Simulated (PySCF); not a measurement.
# Worked example for `C1=CP1` (C2H3P): proton affinity at atom P3

Atom numbers as in the mapped SMILES `[CH:1]1=[CH:2][PH:3]1`.

Computed at ωB97X-D3(BJ)/def2-TZVP // PBE0-D3(BJ)/def2-SVP with PySCF (density fitting, grid level 2). Thermal corrections: PBE0-D3(BJ)/def2-SVP frequencies, unscaled, ideal gas at 298.15 K and 1 bar, quasi-RRHO entropy.

Step: `C1=C[PH2+]1` → `C1=CP1` + H⁺.

```
    species  charge  multiplicity       E / Eh
C1=C[PH2+]1       1             1  -419.706078
     C1=CP1       0             1  -419.373038
```

Thermal terms, products less reactant: Δ(H − E) = -21.61 kJ/mol, Δ(G − E) = -55.29 kJ/mol (the bare proton has no electronic energy, H = 5/2 RT). 1 Eh = 2625.50 kJ/mol.

Problem. What are ΔE, ΔH and ΔG of this step?

Solution. ΔE = 0.333040 Eh = 874.40 kJ/mol; ΔH = 852.8 kJ/mol; ΔG = 819.1 kJ/mol, all in the gas phase at 298.15 K and 1 bar. The digits show the arithmetic; the method itself can be off by 10 kJ/mol or more.
